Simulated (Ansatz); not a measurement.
# Scan of [H···H···S], triplet

Starting geometry:

```xyz
3

H     0.0000    0.0000   -1.1560
H     0.0000    0.0000   -0.4110
S     0.0000    0.0000    1.5670
```

From there H2 is moved from one fragment to the other while all else, the fragments' distance too, stays fixed; atoms are numbered as listed. Energies are in eV, counted from the starting geometry at the same level. Kohn–Sham curves are unrestricted where that lies lower.

Basis cc-pVDZ; Ansatz 0.2.0. Only valence electrons are correlated (noble-gas cores frozen).

In so small a basis the reference is far from its limit while semilocal and hybrid functionals are nearer theirs (RPA and double hybrids share much of the reference's basis error), so the functionals' errors here hold much of the reference's basis and frozen-core error, which can add to them or hide them.

Full CI is exact within this basis and frozen core; it isn't the basis-set limit.

```csv
distance H1-H2 (Å),full CI,PBE,r2SCAN,PBE0,B3LYP,r2SCANh,wB97M-V,B2PLYP,RPA-PBE
0.693,0.063,0.120,0.097,0.096,0.092,0.090,0.079,0.073,0.065
0.745,0.000,0.000,0.000,0.000,0.000,0.000,0.000,0.000,0.000
0.830,0.099,-0.006,0.027,0.037,0.042,0.040,0.065,0.076,0.093
0.916,0.333,0.112,0.171,0.199,0.209,0.196,0.257,0.280,0.315
1.001,0.588,0.261,0.328,0.382,0.398,0.365,0.469,0.501,0.558
1.087,0.783,0.384,0.440,0.520,0.548,0.483,0.631,0.665,0.748
1.172,0.871,0.456,0.487,0.583,0.630,0.527,0.703,0.735,0.845
1.258,0.877,0.498,0.500,0.594,0.665,0.533,0.713,0.740,0.870
1.343,0.878,0.564,0.541,0.620,0.714,0.563,0.730,0.753,0.889
```
